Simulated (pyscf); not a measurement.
## Atom transfer: `[F][C]([F])([F])[F]` + `[H]` [doublet] -> `[FH]` + `[F][C]([F])[F]` [doublet]

Gas phase, doublet surface, charge 0. Bonds broken: F1–C2. Bonds formed: F1–H6. Single points on ωB97X-D3(BJ)/def2-SVP structures (PySCF, gas phase).

Transition state (Å):

```xyz
6

F     -0.4736     0.8705    -0.5421
C     -1.4149    -0.4327    -0.0275
F     -1.2974    -1.3742    -0.9284
F     -2.6489    -0.0076     0.0666
F     -0.9494    -0.8179     1.1331
H      0.2078     1.8133    -0.9181
```

One imaginary mode, 1899i cm⁻¹; descent along it reached the two sides named.

```json
[
 {"bond": "F1–C2", "change": "breaks", "reactant side (Å)": "1.321", "saddle": "1.688", "product side": "2.9"},
 {"bond": "F1–H6", "change": "forms", "reactant side (Å)": "3.4", "saddle": "1.222", "product side": "0.925"}
]
```

Electronic energies relative to the separated reactants (kcal/mol):

| level | barrier | reaction energy | reverse barrier |
|---|---|---|---|
| ωB97X-D3(BJ)/def2-TZVP | 44.1 | -6.3 | 50.4 |
| PBE/def2-TZVP | 28.8 | -7.7 | 36.5 |
| r²SCAN/def2-TZVP | 31.9 | -7.9 | 39.8 |
| B3LYP-D3(BJ)/def2-TZVP | 33.1 | -10.8 | 43.9 |
| PBE0-D3(BJ)/def2-TZVP | 38.4 | -6.3 | 44.8 |
| M06-2X/def2-TZVP | 44.2 | -5.2 | 49.5 |
| ωB97M-D3(BJ)/def2-TZVP | 42.2 | -5.7 | 47.9 |
| HF/def2-TZVP | 65.6 | -4.9 | 70.5 |

With ωB97M-D3(BJ)/def2-TZVP energies and thermal terms (ideal gas, 1 atm, RRHO with modes under 100 cm⁻¹ raised to 100, one conformer, R ln 2 for rigid chiral ones), in kcal/mol:

```json
[
 {"T (K)": "298", "ΔH‡": "41.6", "ΔG‡": "47.1", "ΔH": "-2.6", "ΔG": "-7.1"},
 {"T (K)": "600", "ΔH‡": "41.4", "ΔG‡": "52.8", "ΔH": "-3.2", "ΔG": "-11.4"},
 {"T (K)": "900", "ΔH‡": "41.1", "ΔG‡": "58.6", "ΔH": "-4.0", "ΔG": "-15.3"},
 {"T (K)": "1200", "ΔH‡": "40.9", "ΔG‡": "64.5", "ΔH": "-5.0", "ΔG": "-18.9"}
]
```

One saddle was located; it need not be the lowest between these sides. The angle at the transferred F is 180°.
